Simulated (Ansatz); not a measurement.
How far each method lies from UCCSDT(Q) for [CH₃···H···H], doublet

Geometry: a point of a hydrogen-transfer path between rigid fragments, not a stationary point.

```xyz
6

C    -0.1320    0.0000    0.0000
H    -0.4952    1.0273    0.0000
H    -0.4952   -0.5137    0.8897
H    -0.4952   -0.5137   -0.8897
H     1.0770    0.0000    0.0000
H     1.9820    0.0000    0.0000
```

Basis cc-pVTZ; Ansatz 0.2.0. Correlated methods freeze the noble-gas cores, which leaves 9 electrons in 99 orbitals. Prefix R: restricted or restricted open-shell reference; prefix U: unrestricted. Active spaces: pair = (3e, 3o) about the gap; valence = (9e, 9o) chosen from the atoms' valence shells.

Full CI isn't at hand for all of this; UCCSDT(Q) serves as the reference, and is uncertain by about the last step of the cluster series. The frozen core follows each run's orbitals, which can shift R against U totals by a few meV.

For open shells CISD is restricted-active-space CI with the open shells as a complete middle space.

```
UHF ⟨S²⟩                          : 0.774
T1 diagnostic (RCCSD)             : 0.0190
largest doubles amplitude (RCCSD) : 0.048
T1 diagnostic (UCCSD)             : 0.0120
```

```tsv
level	E − E(RHF) (eV)
UHF	-0.2200
RMP2	-5.9270
UMP2	-5.8773
RCCSD	-6.5390
UCCSD	-6.5452
RCCSD(T)	-6.7370
UCCSD(T)	-6.7358
```

Estimate how far UCCSDT(Q) in cc-pVTZ lies from RCCSD(T). The table doesn't fix it; the size of (T) and the diagnostics are the guide.

UCCSDT(Q) in cc-pVTZ lies 0.68 mEh below RCCSD(T), which is 9 % of the (T) step (-7.28 mEh). The diagnostics are small and one determinant leads, so the series closes fast and only a small part of (T) is left.

The other levels:

| level | E − E(UCCSDT(Q)) (mEh) | share of correlation (%) | wall time |
| --- | --- | --- | --- |
| CISD | 20.62 | 91.69 | 17 s |
| BCCD(T) | 0.68 | 99.72 | 17 s (H100) |
| RCCSDT | 0.22 | 99.91 | – |
| UCCSDT | 0.20 | 99.92 | – |
| RCCSDT(Q) | 0.02 | 99.99 | 23 s (H100) |
| CASSCF (pair space) | 225.24 | 9.27 | – |
| NEVPT2 (pair space) | 31.81 | 87.19 | 14 s (H100) |
| CASSCF (valence space) | 157.69 | 36.48 | – |
| NEVPT2 (valence space) | 35.85 | 85.56 | 14 s (H100) |

The correlation energy at UCCSDT(Q), counted from RHF, is -6.756 eV. That run took 28 s on 2 threads of AMD EPYC 7R13 with a shared H100 80 GB, shared host.

Times hold each run's SCF and search for its determinant on a shared host, so for small cases they say little of a method's own cost; rows without a card ran on 1 thread of AMD EPYC 7R13.

Natural occupations of CASSCF (valence space) about the gap: 1.984 1.978 1.978 1.976 1.000 0.024 0.021 0.021 0.020; effectively unpaired electrons, Σ n²(2−n)², 1.01.
